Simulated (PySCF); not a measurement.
## Frontier orbitals and the lowest excitations

Compound: 4-methyloxazole, C₄H₅NO.
Atom-mapped SMILES: `[CH3:1][c:2]1[cH:3][o:4][cH:5][n:6]1` (hydrogens: H7, H8, H9 on C1; H10 on C3; H11 on C5)

Cartesian coordinates in Å at the GFN2-xTB level; atoms count from 1:
```
atom  x, y, z in Å
C1    -1.673   -0.220   -0.030
C2    -0.199   -0.048   -0.015
C3     0.554    1.084    0.087
O4     1.860    0.728    0.069
C5     1.843   -0.603   -0.043
N6     0.660   -1.115   -0.097
H7    -2.045   -0.361    0.984
H8    -2.155    0.654   -0.459
H9    -1.925   -1.104   -0.609
H10    0.314    2.123    0.170
H11    2.771   -1.136   -0.083
```

Method used: PySCF, TDDFT CAM-B3LYP/def2-SVPD, vertical, gas phase, core orbitals frozen in the response.

Kohn–Sham orbitals with the atoms that hold most of them (Löwdin shares over 4%, at most four atoms; ? is withheld):

| orbital | ε (eV) | atoms |
| --- | --- | --- |
| HOMO-3 | -12.22 | C1 26%, O4 19%, H9 12%, C2 10% |
| HOMO-2 | -10.55 | N6 40%, O4 24%, C5 12%, C2 12% |
| HOMO-1 | -9.85 | ? |
| HOMO | ? | C3 32%, C2 23%, C5 17%, O4 9% |
| LUMO | 0.97 | ? |
| LUMO+1 | 1.42 | C1 20%, C3 19%, C5 13%, H10 11% |
| LUMO+2 | 1.90 | C5 21%, O4 20%, C1 17%, H11 12% |

(1) Which atoms hold the HOMO-1, and with what shares?

(2) Which atoms hold the LUMO, and with what shares?

(3) What is the HOMO energy, and the HOMO–LUMO gap?

Results:

(1) N6 (bonded to 2 C) 67%; C2 (bonded to 2 C and N) 10%; C5 (bonded to N, O and H) 8%; O4 (bonded to 2 C) 6%. By element: nitrogen 67%, carbon 19% or more, oxygen 6%.

(2) C5 (bonded to N, O and H) 23%; O4 (bonded to 2 C) 22%; C3 (bonded to C, O and H) 16%; N6 (bonded to 2 C) 14%. By element: carbon 38% or more, oxygen 22%, nitrogen 14%.

(3) ε(HOMO) = -8.33 eV; the gap is 9.30 eV (0.3418 hartree).

Task: The HOMO–LUMO gap is 9.30 eV. Where does the response calculation put the lowest singlet, and from which orbitals?

Result: S1 is at 6.23 eV (f = 0.132), 3.07 eV below the gap, made of HOMO→LUMO (96%). Without the coupling terms of the response equations the lowest excitation would equal the gap.

Task: Give energy, strength and leading configuration of S1, S2 and S3, and follow the Löwdin shares of the leading atoms from the occupied to the empty orbital.

Result: 
- S1 (6.23 eV, f 0.132), HOMO→LUMO (96%): C3 32% → 16%, C2 23% → at most 15%, C5 17% → 23%, O4 9% → 22%
- S2 (6.52 eV, f 0.0031), HOMO-1→LUMO (94%): N6 67% → 14%, C2 10% → at most 15%, C5 8% → 23%, O4 6% → 22%
- S3 (6.77 eV, f 0.0027), HOMO→LUMO+1 (94%): C3 32% → 19%, C2 23% → at most 11%, C1 at most 9% → 20%

The run took 21 s of wall time on one thread, Arm Neoverse V2, no GPU (shared host).
